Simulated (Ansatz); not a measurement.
Two structures, one formula

Two relaxed structures of Si₂H₃O (charge -1), singlet (PBE0-D4/def2-TZVPD; forces vanish, vibrations not checked).

A:

O1  (-1.332, -0.199, 0.318)
Si2  (0.022, -1.561, 0.158)
Si3  (0.323, 0.785, 0.416)
H4  (-0.155, -1.626, -1.366)
H5  (0.209, 1.217, -1.054)
H6  (-1.700, -0.248, 1.201)
(Å)

B:

```json
{"atom": "O1", "x (Å)": "-1.0542", "y (Å)": "-0.2590", "z (Å)": "0.5331"}
{"atom": "Si2", "x (Å)": "0.0181", "y (Å)": "-1.6527", "z (Å)": "0.2211"}
{"atom": "Si3", "x (Å)": "0.3491", "y (Å)": "0.5967", "z (Å)": "0.1806"}
{"atom": "H4", "x (Å)": "-0.1534", "y (Å)": "-1.7512", "z (Å)": "-1.3267"}
{"atom": "H5", "x (Å)": "0.1011", "y (Å)": "1.5753", "z (Å)": "-0.9422"}
{"atom": "H6", "x (Å)": "0.7393", "y (Å)": "1.4910", "z (Å)": "1.3340"}
```

Program: Ansatz 0.2.0. Basis: def2-TZVPPD. Cores are frozen in the correlated methods. B3LYP uses VWN-RPA correlation.

(1) Which structure is lower at CCSD(T), and by how much? (An estimate is asked for; the value comes from the calculation.)

No T1 diagnostic of these runs exceeds 0.020.

Answers

(1) Computed: B, by 33.35 kcal/mol (electronic energy, against the other). By their contacts, A is Si₂H₃O ([OH]1[SiH][SiH]1), total charge -1 and B is Si₂H₃O ([O]1[SiH][SiH2]1), total charge -1.

All methods give the same order:

```csv
method,E(B) − E(A) (kcal/mol)
PBE-D4,-31.53
r2SCAN-D4,-35.79
PBE0-D4,-32.84
B3LYP-D4,-33.81
wB97M-V,-33.26
HF,-36.71
MP2,-35.93
CCSD,-33.74
CCSD(T),-33.35
```

Labels in which every atom is bracketed show which atoms are joined, not bond orders.

For scale, one of the runs: CCSD(T)/def2-TZVPPD, 187 basis functions, launched by `ansatz run in.yaml --threads 2 --pin off --events-out ev --progress --plain --max-ram 4352MiB`. Hardware: 2 CPU threads of an AMD EPYC 9R45, shared host. Wall time 11 s; peak host memory 1.8 GiB.
